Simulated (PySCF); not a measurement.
## Spin-rotation constants: SMILES C=C=C, C3H4

Cartesian coordinates in Å; atom numbers follow the order of the lines, from 1:
```xyz
7

C    -1.2871   -0.0463   -0.0392
C     0.0205   -0.0431   -0.0467
C     1.3281   -0.0399   -0.0542
H    -1.8517    0.5899    0.6504
H    -1.8566   -0.6851   -0.7223
H     1.8898    0.6479   -0.6950
H     1.9006   -0.7248    0.5799
```

Computed, not measured: PySCF, GIAO BP86/pcSseg-2 magnetisability, rotational g tensor and spin-rotation constants, non-relativistic, gas phase. Geometry: PBE0-D3(BJ)/def2-SVP.

Question: Give the nuclear spin-rotation constants along the inertial axes (H = +C I·J) beside the isotropic shieldings.

Answer: Rotational constants 142.8687, 8.8702, 8.8702 GHz. A star marks the isotopologue with that one atom substituted, in its own axes.
```tsv
atom	isotope	Caa (kHz)	Cbb (kHz)	Ccc (kHz)	mean (kHz)	σ (ppm)
H4	1H	-7.349	-0.348	-0.348	-2.682	26.4
H5	1H	-7.347	-0.348	-0.348	-2.681	26.4
H6	1H	-7.348	-0.348	-0.348	-2.682	26.4
H7	1H	-7.346	-0.348	-0.348	-2.681	26.4
C1	13C*	31.559	2.210	2.210	11.993	102.4
C2	13C*	63.017	4.379	4.379	23.925	-49.0
```
Where two moments of inertia are equal or nearly so, the constants along those axes are given as their average.
For the geometry as given, no vibrational averaging.
